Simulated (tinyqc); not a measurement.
Extended Hueckel theory, for LiH-, step by step. The parameters take no account of the charge, which enters only through the electron count, and nothing here shows that the anion is bound. One step of it, computed by the program tinyqc.

Problem. Wolfsberg-Helmholz matrix. H_ij = K' S_ij (H_ii + H_jj)/2 for i != j (the diagonal keeps H_ii), with K' = 1.5.

overlap S, order 1Li 2s, 1Li 2px, 1Li 2py, 1Li 2pz, 2H 1s:
```
[[1.000000, 0.000000, 0.000000, 0.000000, 0.369746],
 [0.000000, 1.000000, 0.000000, 0.000000, 0.000000],
 [0.000000, 0.000000, 1.000000, 0.000000, 0.000000],
 [0.000000, 0.000000, 0.000000, 1.000000, 0.486314],
 [0.369746, 0.000000, 0.000000, 0.486314, 1.000000]]
```

diagonal H_ii (eV): [-5.400000, -3.500000, -3.500000, -3.500000, -13.600000]

K = 1.500000

Give: H.

Solution.

H (eV), order 1Li 2s, 1Li 2px, 1Li 2py, 1Li 2pz, 2H 1s:
```
[[-5.400, 0.000, 0.000, 0.000, -5.269],
 [0.000, -3.500, 0.000, 0.000, 0.000],
 [0.000, 0.000, -3.500, 0.000, 0.000],
 [0.000, 0.000, 0.000, -3.500, -6.237],
 [-5.269, 0.000, 0.000, -6.237, -13.600]]
```
